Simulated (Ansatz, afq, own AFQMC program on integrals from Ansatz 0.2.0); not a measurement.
## Ge⁺, doublet in cc-pVQZ, levels against full CI

A free Ge cation.

Basis cc-pVQZ. Noble-gas cores (and the filled d shells of Ga–Kr and In–Xe) are frozen. AFQMC by an in-house program on the Cholesky factors that Ansatz 0.2.0 writes for its CCSD(T) run. ph-AFQMC/CISD is guided by a CISD state made of CCSD amplitudes; releasing the constraint for a short imaginary time cuts its bias at the price of noise, slowly where states lie close. Uncertainties: one standard error, sampling alone. No spin–orbit coupling.

Determinant: UHF, the one that the program's search chose, which needn't be the lowest solution.

Full CI on the same integrals is exact in this basis and with this determinant's frozen core.

Cautions: no relativity below Rb; no spin-orbit coupling; inner d shell frozen.

The T1 diagnostic is 0.0112 and the weight of the determinant in the CISD state is 0.952. The ⟨S²⟩ of the determinant is 0.761 and the size of the correlated space is 3 electrons in 54 orbitals.

```json
{"level": "MP2", "correlation energy (eV)": "-1.0829"}
{"level": "CCSD", "correlation energy (eV)": "-1.4372"}
{"level": "CCSD(T)", "correlation energy (eV)": "-1.4612"}
```

(1) Estimate where full CI lies against CCSD(T) on the same integrals.

(1) 6.9 meV below CCSD(T).

Reference: full CI, correlation energy -1.468 eV. The released energy is read at 2.40 1/Eh (meV from the phaseless value at times in 1/Eh: -1.2 ± 0.4 at 0.24, -1.5 ± 0.4 at 0.51, -1.7 ± 0.4 at 0.99, -1.8 ± 0.4 at 1.62, -1.9 ± 0.3 at 2.40).

```
         level  E − E(reference) (meV)  share of correlation (%)
       CCSD(T)                     6.9                     99.53
 ph-AFQMC/CISD               2.5 ± 1.0                     99.83
released AFQMC               0.6 ± 0.3                     99.96
```

A walk keeps the symmetry of its determinant, which the program's search chose and which needn't be the lowest solution, so a lower state of the same spin and another symmetry isn't excluded. Released energies are given only where the last usable release times agree within the noise; a slower fall can still hide under it.
